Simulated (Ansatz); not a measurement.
## Structure relaxation of TaGe3

Method: DFT PBE, scalar-relativistic, plane waves, PAW in Ansatz 0.2.0.

TaGe3 was placed on the TiAl3 (D0_22) structure type (I4/mmm, No. 139), with Ta in place of Ti, Ge in place of Al, at a guessed volume.

Input of the last, converged step (default PAW datasets):

```yaml
crystal:
  lattice:
    - [-1.9879787139, 1.9879787139, 4.4406797246]
    - [1.9879787139, -1.9879787139, 4.4406797246]
    - [1.9879787139, 1.9879787139, -4.4406797246]
  atoms:
    - { symbol: Ta, position: [0.0, 0.0, 0.0] }
    - { symbol: Ge, position: [0.5, 0.5, 0.0] }
    - { symbol: Ge, position: [0.25, 0.75, 0.5] }
    - { symbol: Ge, position: [0.75, 0.25, 0.5] }
basis:
  ecutwfc: 420
kpoints:
  mp_grid: { grid: [16, 16, 16] }
hamiltonian:
  xc: pbe
scf:
  occupations: { method: gaussian, width: 0.1 }
output:
  forces: true
  stress: true
  eigenvalues: true
relax:
  adjacent_minimum: "off"
  f_tol: 0.01
  max_steps: 80
  cell: { stress_tol: 0.05 }
```

Launched as:

```bash
ansatz run input.yaml --threads 1 --pin off --max-ram 2560MiB --backend cpu --events-out ev --progress --plain --runs-dir out
```

The run took 6.3 min on 1 thread of Intel(R) Xeon(R) Platinum 8259CL CPU @ 2.50GHz (Skylake/Cascade Lake), on a shared host, peak memory 0.89 GiB.

End of the output:

```
SCF converged after 7 iterations
Free energy (F): -22816.206741 eV
Harris-Foulkes:  -22816.206741 eV  (|F-HF|=0.00e0)
Internal energy: -22816.191117 eV  (E = F + TS)
E sigma→0 (E₀):  -22816.198929 eV
Entropy (-TS):   -0.015624 eV (-3.906 meV/atom)
Fermi energy:    14.466392 eV
--- Per-component energies (eV) ---
  E_band       = -381.596253
  E_kinetic    = 699.137245
  E_local      = -6757.262620  (includes V_loc(G=0)·N_el)
  E_nonlocal   = 1264.303314
  E_hartree    = 2925.690622
  E_xc         = -446.300636
  E_vxc        = -399.289103  (∫ρ·V_xc dr)
  E_paw        = -14449.681048  (= ΣΔE_a)
  E_vpaw       = -1039.867537  (= ΣTr[D̂ρ^β])
  E_aug_tail   = 0.001219  (compensation charges beyond the density's cutoff)
  E_ewald      = -6052.079214
  E_smearing   = -0.015624  (= −TS)
  E_closure    =  0.000000  (closes the sum)
  Σ components = -22816.206741   (vs F -22816.206741, Δ=0.00e0)
--- Forces (eV/Å), atoms counted from 1 ---
  atom   1  Ta     0.00000000     0.00000000     0.00000000
  atom   2  Ge     0.00000000     0.00000000     0.00000000
  atom   3  Ge     0.00000000     0.00000000     0.00000000
  atom   4  Ge     0.00000000     0.00000000     0.00000000
  max |Σ_I F_I| component: 2.78e-17 eV/Å
--- Stress (GPa, compression-positive) ---
       -0.006571       0.000000       0.000000
        0.000000      -0.006571       0.000000
        0.000000       0.000000      -0.025985
  P = ⅓ Tr σ = -0.0130 GPa (-0.130 kbar)
--- Relaxed structure (4 steps of the walk, 4 accepted, 1 SCFs on fresh bases) ---
  F+E_penalty+E_count = -22816.20674140 eV   max|allowed force component| = 3.469e-17 eV/Å   (the final SCF, on the basis selected at the relaxed cell)
  cell:  # Å, volume = 70.0882 Å³
    - [-1.951029, 1.951029, 4.603172]
    - [1.951029, -1.951029, 4.603172]
    - [1.951029, 1.951029, -4.603172]
  atoms:
    - { symbol: Ta, position: [0.000000, 0.000000, 0.000000] }
    - { symbol: Ge, position: [0.5, 0.5, 0.000000] }
    - { symbol: Ge, position: [0.250000, 0.75, 0.5] }
    - { symbol: Ge, position: [0.75, 0.250000, 0.5] }
```

Absolute energies hang on the potentials; compare differences alone.

The result has space group I4/mmm (No. 139). Ta has 4 Ge at 2.76 Å and 8 Ge at 3.02 Å; Ge on Wyckoff site b (1 atom of the primitive cell) is coordinated by 4 Ta at 2.76 Å and 8 Ge at 3.02 Å; Ge on Wyckoff site d (2 atoms of the primitive cell) is coordinated by 4 Ge at 2.76 Å, 4 Ge at 3.02 Å and 4 Ta at 3.02 Å.

Against the elements it lies at 0.25 eV/atom. Energies over the elements count from the elements' standard structures at the same level, with no empirical corrections.

For metals, differences of a few meV/atom aren't resolved. Spin–orbit coupling is left out.

Symmetry constrained the relaxation, so the result can be a saddle point.